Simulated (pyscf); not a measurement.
H₂B–OH + methane (CH₄) → H₃C–BH–OH + hydrogen (H₂), a four-centre exchange (singlet surface; B–H, C–H broken, B–C, H–H formed). Single points on ωB97X-D3(BJ)/def2-SVP structures (PySCF, gas phase). Energies in kcal/mol from the separated reactants.

Small-basis levels: PySCF, no dispersion term, spherical d functions. AM1 to PM7: differences of heats of formation from MOPAC, which are fitted to 298 K values and so differ in kind from electronic energies by zero-point and thermal terms. GFN2-xTB: tblite. Cost: rough CPU time at the saddle relative to B3LYP/6-31G*, from one job on a shared machine.

```csv
level,barrier,reaction energy,cost
HF/STO-3G,98.5,+8.6,0.06
HF/3-21G,74.2,+6.8,0.06
PBE/6-31G*,41.3,+4.6,1
B3LYP/STO-3G,77.9,+5.5,0.6
B3LYP/LANL2DZ,54.1,+5.2,0.9
B3LYP/6-31G*,52.3,+6.8,1
B3LYP/6-311+G**,48.4,+5.7,2
GFN2-xTB,61.6,+19.1,under 0.02
AM1,50.3,-8.4,under 0.02
ωB97M-D3(BJ)/def2-TZVP,45.0,+4.2,–
```

Against the last row the barrier runs from -3.7 (PBE/6-31G*) to +53.5 kcal/mol (HF/STO-3G). ωB97M-D3(BJ)/def2-TZVP has limits of its own. At the saddle there is also a short B–H contact that neither side keeps. This is the saddle that the search found; another between the same sides may lie lower.
